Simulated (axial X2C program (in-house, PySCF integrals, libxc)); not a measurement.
Potential curves of P₂, two-component

Computed with an in-house relativistic program for diatomic molecules. Two-component (2c) means X2C with spin–orbit coupling and atomic mean-field two-electron Coulomb and Gaunt terms. Basis: P dyall-v3z [8s7p2d1f] (cores contracted in-house); Gaussian nuclei, density fitting, unrestricted open shells. Masses: P 30.974 u.

State: Ω = 0 (closed shell). Energies in kJ/mol from the fragments at the same level (P + P). Fits are polynomials in 1 − R0/R over 0.85 to 1.23 times the lowest point R0.

```tsv
R (Å)	HF	CCSD
1.6469	-12.20	
1.7226	-99.69	-324.46
1.7794	-134.49	-367.65
1.8362	-148.87	-391.07
1.8930	-147.17	-399.04
1.9593	-129.51	-393.41
2.0255	-99.20	-375.88
2.1107	-47.08	-341.23
2.2148	29.35	
2.3662	152.43
```

Correlated methods: 10 electrons correlated (number of frozen shells: P 2 s, 1 p), 138 virtual spin orbitals or spinors in MP2, 90 natural virtuals in coupled cluster.

The state is a single determinant with fixed occupations, the lowest that a limited PBE0 search found. Closed shells are restricted here (equal orbitals for both partners); the stretched side of such a curve lies too high. Dissociation energies refer to the lowest single-determinant-based atoms at the same level and basis. CCSD ran in a truncated set of natural virtual spinors with an MP2 remainder; without triples it tends to underbind. Coupled cluster ran on the points near the minimum only. MP2 and coupled cluster on one determinant become unreliable at the stretched end.

Task: Fit the HF curve near its minimum: give the equilibrium distance, the harmonic wavenumber and the well depth.

Result: At HF, 2c: Re = 1.857 Å, ωe ≈ 908 cm⁻¹, De = 1.55 eV to P + P; Be follows as 0.316 cm⁻¹.

Task: Fit the CCSD curve near its minimum: give the equilibrium distance, the harmonic wavenumber and the well depth.

Result: At CCSD, 2c: Re = 1.900 Å, ωe ≈ 806 cm⁻¹, De = 4.14 eV to P + P; Be follows as 0.301 cm⁻¹.
